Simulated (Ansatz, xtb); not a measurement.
# A geometry optimisation of C4H8F+ with r2SCAN-D4/def2-SVP

The starting geometry of this gas-phase singlet was built from a drawn formula by distance geometry and a force field; its bonds are those of `[CH2+]C(C)(C)F`.

```xyz
13

C    -0.7045   -1.1779   -1.0989
C     0.0307   -1.6463    0.1043
C     0.5639   -0.5124    0.9256
C     1.2194   -2.6124   -0.2795
F    -0.7827   -2.3791    0.8460
H    -0.1596   -0.5620   -1.8519
H    -1.7190   -1.4975   -1.2727
H     1.0317   -0.8326    1.8679
H    -0.2450    0.1622    1.2780
H     1.2801    0.0872    0.3957
H     0.8206   -3.4503   -0.8378
H     1.9580   -2.1005   -0.9190
H     1.7095   -2.9687    0.5773
```

Question: Predict what becomes of its bonds when it is optimised with r2SCAN-D4/def2-SVP.

Answer: It rearranges to `CC[C+](C)F`. Contacts that open: C2–C4 (1.58 → 2.40 Å). Contacts that close: C1–C4 (2.54 → 1.57 Å).

The energy falls by 2.13 eV over 24 steps:

```tsv
step	E − E(last) (eV)
1	2.130
4	1.668
6	1.522
9	0.602
11	0.271
14	0.055
16	0.012
19	0.001
21	0.000
24	0.000
```

Final geometry (Å):

```xyz
13

C    -0.1792   -1.7221   -0.8052
C    -0.1657   -1.2981    0.5763
C     0.5156   -0.1515    1.1415
C     1.0122   -2.7413   -0.9445
F    -0.7896   -2.0469    1.4078
H    -0.0109   -0.8670   -1.4762
H    -1.1240   -2.2390   -1.0368
H     0.8831   -0.3542    2.1600
H    -0.2728    0.6284    1.2539
H     1.2829    0.2560    0.4708
H     1.0071   -3.0737   -1.9923
H     1.9802   -2.2689   -0.7283
H     0.8641   -3.6119   -0.2918
```

From the same start GFN2-xTB reaches the same bonding as this run.

No frequencies were run, so the end isn't proven a minimum. Run with Ansatz 0.2.0, 66 s on 2 threads of Intel(R) Xeon(R) Processor @ 2.70GHz, on a shared host.
